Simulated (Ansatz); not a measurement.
Total energies of the S atom.

Charge 0, multiplicity 3. A free atom. Basis def2-TZVPP, Ansatz 0.2.0.

RPA on PBE orbitals: Hartree–Fock energy of these orbitals -397.49300 Eh, correlation -0.23348 Eh (frozen core).

```
             functional  energy without D4 (Eh)
            LDA (SPW92)              -396.72067
                    PBE              -397.93837
                 revPBE              -398.04160
                   BLYP              -398.11619
                 r2SCAN              -398.08371
                   PBE0              -397.97374
                  B3LYP              -398.13240
                r2SCANh              -398.08357
HSE06 (plane-wave form)              -397.96634
                  BHLYP              -398.12100
                LC-ωPBE              -397.99904
                ωB97X-V              -398.04829
                ωB97M-V              -398.09071
                 B2PLYP              -397.99043
```

Give the same for B97M-V, r2SCAN0, CAM-B3LYP, PBE-QIDH. (Best estimate.)

Ansatz gave: 
```json
{"functional": "B97M-V", "energy without D4 (Eh)": "-398.00586"}
{"functional": "r2SCAN0", "energy without D4 (Eh)": "-398.08348"}
{"functional": "CAM-B3LYP", "energy without D4 (Eh)": "-398.12675"}
{"functional": "PBE-QIDH", "energy without D4 (Eh)": "-397.88880"}
```

B3LYP takes the VWN-RPA correlation (the form of Gaussian; ORCA's B3LYP/G). HSE06 is the plane-wave form, built on full-range PBE exchange. The double hybrids freeze the cores in their second-order part.

LC-ωPBE has ω = 0.4 bohr⁻¹.
